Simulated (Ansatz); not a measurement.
Molecule: formaldehyde, CH2O, net charge 0, singlet state. 
Geometry from a B3LYP-D3(BJ)/def2-TZVP (Ansatz, a quantum-chemistry and plane-wave program) optimisation:
SMILES: C=O
```xyz
4

O     -0.0009    -0.0102     0.6728
C      0.0007     0.0079    -0.5259
H     -0.0027     0.9554    -1.0993
H      0.0057    -0.9218    -1.1276
```

Basis-set convergence of Hartree-Fock and CCSD(T) correlation energies (hartree) with Ansatz. Correlated levels leave the core frozen unless marked. No spin-orbit coupling. Non-relativistic.

| basis | functions | E(HF) | E(corr, CCSD(T)) |
|---|---|---|---|
| def2-SVP | 38 | -113.77893 | -0.34100 |
| def2-TZVPP | 90 | -113.91745 | -0.42012 |
| def2-QZVPP | 174 | -113.92290 | -0.44662 |

Extrapolating the two largest sets (X = 3 and 4) as X^-3: E(corr) = (64·(-0.44662) - 27·(-0.42012))/37 = -0.4660 Eh, an estimate of the basis-set limit. The largest set recovers 95.8 % of it, the smallest 73.2 %.
